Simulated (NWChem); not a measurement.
**triplet C3H5F at 6 levels**

Wanted: a comparison of 6 runs (UHF/STO-3G, UHF/3-21G, UB3LYP/6-31G*, U-wB97X/def2-SVP, UB2PLYP/def2-SVP) of triplet C3H5F. 

Program for the calculation: NWChem 7.3.0.

46 further runs of the same task are left out: 1 that didn't finish, 45 set aside as unsound or not needed.

## Step 1: The structure to begin with

C3H5F: 9 atoms, total charge 0, spin state triplet. SMILES of the parent species: `C=CCF`. Geometry: relaxed at PBE0-D4/def2-TZVP. That shape belongs to the parent species and isn't relaxed for this state.

Bond lengths: C1–C2 1.324 Å, C2–C3 1.486 Å, C3–F4 1.387 Å, C1–H5 1.084 Å, C1–H6 1.086 Å, C2–H7 1.087 Å, C3–H8 1.096 Å, C3–H9 1.094 Å. Some angles: C1–C2–C3 123.6°, C2–C3–F4 110.3°, C1–C2–H7 120.6°, C3–C2–H7 115.9°, C2–C1–H5 121.7°, C2–C1–H6 121.3°, C2–C3–H8 111.1°, C2–C3–H9 111.2°, F4–C3–H8 106.9°, F4–C3–H9 108.2°.

## Step 2: A single-point energy at UHF/STO-3G (run 1)

mymol.nw

```
start mymol
title "C3H5F"
memory 2200 mb
geometry noautosym nocenter noautoz
 C    -0.578000    1.122500   -0.608000
 C     0.352500    0.215400   -0.353400
 C     0.200500   -0.852800    0.668500
 F     0.430500   -2.098200    0.102300
 H    -0.422500    1.909200   -1.336700
 H    -1.531700    1.114000   -0.089100
 H     1.299800    0.230700   -0.886500
 H     0.929800   -0.730800    1.477200
 H    -0.806800   -0.852300    1.094700
end
basis spherical bse
 * library STO-3G
end
scf
 triplet
 uhf
 thresh 1e-08
 maxiter 80
 noprint "final vectors analysis"
end
task scf energy
```

Started as:

```console
$ nwchem mymol.nw > mymol.out
```

Log:

```text
[...]
  functions       =    25
[...]
  wavefunction    = UHF
[...]
         Total SCF energy =   -212.971145069651
      One electron energy =   -520.983066815152
      Two electron energy =    193.431305199406
 Nuclear repulsion energy =    114.580616546095
                       Sz =      1.0000
                 Sz(Sz+1) =      2.0000
                      S^2 =      2.0229
[...]
```

It took 1.9 s on 1 thread of AMD EPYC 7B13 (Zen 3), shared host; peak memory 0.1 GiB.

## Step 3: A single-point energy at UHF/3-21G (run 2)

run.py

```python
from ase import Atoms
from ase.calculators.nwchem import NWChem

atoms = Atoms(['C', 'C', 'C', 'F', 'H', 'H', 'H', 'H', 'H'], positions=[
    [-0.578000, 1.122500, -0.608000],
    [0.352500, 0.215400, -0.353400],
    [0.200500, -0.852800, 0.668500],
    [0.430500, -2.098200, 0.102300],
    [-0.422500, 1.909200, -1.336700],
    [-1.531700, 1.114000, -0.089100],
    [1.299800, 0.230700, -0.886500],
    [0.929800, -0.730800, 1.477200],
    [-0.806800, -0.852300, 1.094700],
])

calc = NWChem(
    label='work',
    theory='scf',
    memory='2200 mb',
    basis='3-21G',
    basispar='spherical bse',
    scf={'nopen': '2', 'uhf': None, 'thresh': '1e-08', 'maxiter': '80'},
    task='energy',
)
atoms.calc = calc

e = atoms.get_potential_energy()
print(f"E = {e:.6f} eV")
```

Started as:

```console
$ export ASE_NWCHEM_COMMAND="nwchem PREFIX.nwi > PREFIX.nwo"
$ python run.py
```

Log:

```text
E = -5839.629570 eV
```

The calculator wrote work.nwi:

```
title "work"

permanent_dir work

scratch_dir work

start work

geometry units angstrom nocenter noautosym noautoz
  C  -5.7799999999999996e-01 1.1225000000000001e+00 -6.0799999999999998e-01
  C  3.5249999999999998e-01 2.1540000000000001e-01 -3.5339999999999999e-01
  C  2.0050000000000001e-01 -8.5280000000000000e-01 6.6849999999999998e-01
  F  4.3049999999999999e-01 -2.0981999999999998e+00 1.0230000000000000e-01
  H  -4.2249999999999999e-01 1.9092000000000000e+00 -1.3367000000000000e+00
  H  -1.5317000000000001e+00 1.1140000000000001e+00 -8.9099999999999999e-02
  H  1.2998000000000001e+00 2.3069999999999999e-01 -8.8649999999999995e-01
  H  9.2979999999999996e-01 -7.3080000000000001e-01 1.4772000000000001e+00
  H  -8.0679999999999996e-01 -8.5229999999999995e-01 1.0947000000000000e+00
end

memory 2200 mb

basis spherical bse noprint
   * library 3-21G
end

scf
  nopen 2
  uhf
  thresh 1e-08
  maxiter 80
end

task scf energy
```

work.nwo (excerpt; [...] marks lines left out):

```text
[...]
      One electron energy =   -521.121998775109
[... 1 line left out ...]
 Nuclear repulsion energy =    114.580616546095
[... 39 lines left out ...]
          Final beta eigenvalues
[... 204 lines left out ...]
                     UHF Final Beta Molecular Orbital Analysis
[...]
```

Run time: 2.9 s. Hardware: 1 thread of AMD EPYC 7B13 (Zen 3), shared host; peak memory 0.1 GiB.

Runs 3 to 5 aren't shown in full; the table further down has their settings and results.

## Step 4: A single-point energy at UB2PLYP/def2-SVP (run 6)

c3h5f.nw

```
echo
start c3h5f
title "C3H5F B2PLYP"
memory total 2200 mb

geometry units angstroms noautosym nocenter noautoz
  C    -0.578000    1.122500   -0.608000
  C     0.352500    0.215400   -0.353400
  C     0.200500   -0.852800    0.668500
  F     0.430500   -2.098200    0.102300
  H    -0.422500    1.909200   -1.336700
  H    -1.531700    1.114000   -0.089100
  H     1.299800    0.230700   -0.886500
  H     0.929800   -0.730800    1.477200
  H    -0.806800   -0.852300    1.094700
end

basis spherical bse
  * library def2-SVP
end

dft
  xc hfexch 0.53 becke88 0.47 lyp 0.73 mp2 0.27
  dftmp2 semidirect
  mult 3
  grid xfine
  convergence energy 1e-08
  iterations 100
  mulliken
  print medium
end

mp2
  freeze core 4
end

task dft energy
```

Started as:

```console
$ nwchem c3h5f.nw > c3h5f.out
```

Log:

```text
[...]
          Wavefunction type:  spin polarized.
          No. of atoms     :     9
          No. of electrons :    32
[...]
          Charge           :     0
          Spin multiplicity:     3
[...]
          AO basis - number of functions:    81
[...]
              XC Information
              --------------
                     Hartree-Fock (Exact) Exchange  0.530
                    Becke 1988 Exchange Functional  0.470
              Lee-Yang-Parr Correlation Functional  0.730
[...]
 d= 0,ls=0.0,diis     1   -216.3318619176 -3.31D+02  5.28D-03  1.03D-01     4.4
[...]
 d= 0,ls=0.0,diis    11   -216.4102399692 -6.32D-09  8.46D-07  3.83D-10    47.1
[...]
         Total DFT energy =     -216.410239969184
      One electron energy =     -522.643021283752
           Coulomb energy =      219.919464181346
    Exchange-Corr. energy =      -28.267299412872
 Nuclear repulsion energy =      114.580616546095
[...]
      Total Density - Mulliken Population Analysis
     ---------------------------------------------
    Atom       Charge   Shell Charges
 -----------   ------   -------------------------------------------------------
    1 C    6     6.05   1.99  0.89  0.26  2.07  0.81  0.03
    2 C    6     6.15   1.99  0.91  0.29  2.10  0.83  0.04
    3 C    6     5.62   1.99  0.91  0.06  2.00  0.58  0.08
    4 F    9     9.34   1.99  1.13  0.81  3.34  2.06  0.01
    5 H    1     0.95   0.74  0.18  0.03
    6 H    1     0.96   0.74  0.19  0.03
    7 H    1     0.96   0.75  0.19  0.03
    8 H    1     0.98   0.76  0.19  0.02
    9 H    1     0.99   0.77  0.20  0.02
[...]
      <S2> =      2.0100 (Exact =     2.0000)
[...]
  Basis functions       =     81
[...]
```

Run time: 50 s. Hardware: 1 thread of AMD EPYC 7B13 (Zen 3), shared host; peak memory 0.22 GiB.

## Step 5: All runs side by side

```
run                                level  iteration cap  module  energy (Eh)  dipole moment (D)   ⟨S²⟩  wall time
  1                           UHF/STO-3G             80     scf  -212.971145               1.22  2.023      1.9 s
  2                            UHF/3-21G             80     scf  -214.602430               2.27  2.020      2.9 s
  3  UB3LYP/6-31G* (spherical functions)            100     dft  -216.960275                  –  2.006       41 s
  4  UB3LYP/6-31G* (Cartesian functions)            100     dft  -216.963782               1.75  2.006       45 s
  5                     U-wB97X/def2-SVP            100     dft  -216.748157               1.87  2.007       93 s
  6                     UB2PLYP/def2-SVP            100     dft  -216.587274               1.98  2.010       50 s
```

## Step 6: Summary of results

```
                                                       quantity          value
                                            run 6: total energy  -216.58727 Eh
                                run 6: dipole moment (SCF part)         1.98 D
run 6: HOMO energy (SCF part's orbitals) (highest over α and β)       -4.72 eV
 run 6: LUMO energy (SCF part's orbitals) (lowest over α and β)       -2.49 eV
                                                    run 6: ⟨S²⟩          2.010
```

In words: Over runs 1, 2, 4, 5, 6 the dipole moment (its size) runs from 1.22 D (UHF/STO-3G) to 2.27 D (UHF/3-21G). Totals of different functionals can't be ranked against each other. In run 1 the basis is minimal, so the values are rough. All runs together took 3.9 min, the longest 93 s.
